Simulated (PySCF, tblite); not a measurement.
Isomers of C4H5P, one GFN2-xTB conformer each. Single-point energies are computed at PBE0/pcSseg-1 (PySCF, gas phase, no added dispersion term), electronic only.

Problem. Rank them by PBE0/pcSseg-1 energy, lowest first (kJ/mol).
A. `P#CC1CC1`
B. `c1[pH]ccc1`
C. `C/C=C/C#P`
D. `[CH2:1]=[CH:2][P:3]1[CH:4]=[CH:5]1` with C1–C2–P3–C4 -159°

Solution. B (0.0), C (67.7), A (98.3), D (175.8).

As drawn, the highest has a three-membered ring, which the lowest lacks. GFN2-xTB itself gives, in the same order: 0.0, 78.9, 81.5, 211.1. Both levels put the same isomer lowest; measured from each level's own lowest isomer, the values differ by up to 35.3 kJ/mol (C=CP1C=C1: 211.1 against 175.8).

Problem. Which frontier levels, dipoles and rotational constants go with these structures?

Solution. 
```csv
SMILES,"HOMO (eV, PBE0/pcSseg-1)",LUMO (eV),dipole (D),"A, B, C (MHz)"
c1cc[pH]c1,-6.84,-1.19,0.87,"7559, 5041, 3093"
C/C=C/C#P,-6.69,-1.78,2.40,"35953, 1443, 1399"
P#CC1CC1,-7.01,-1.03,2.12,"15319, 2012, 1961"
C=CP1C=C1,-6.87,-0.80,1.36,"12078, 2671, 2512"
```

Problem. What happens when harmonic zero-point energies from GFN2-xTB frequencies are added?

Solution. 
| SMILES | ZPE (kJ/mol) | electronic (kJ/mol) | with ZPE (kJ/mol) |
| --- | --- | --- | --- |
| c1cc[pH]c1 | 190.0 | 0.0 | 0.0 |
| C/C=C/C#P | 195.0 | 67.7 | 72.6 |
| P#CC1CC1 | 200.0 | 98.3 | 108.3 |
| C=CP1C=C1 | 185.5 | 175.8 | 171.2 |

The zero-point energies span 14.5 kJ/mol. The order is unchanged.
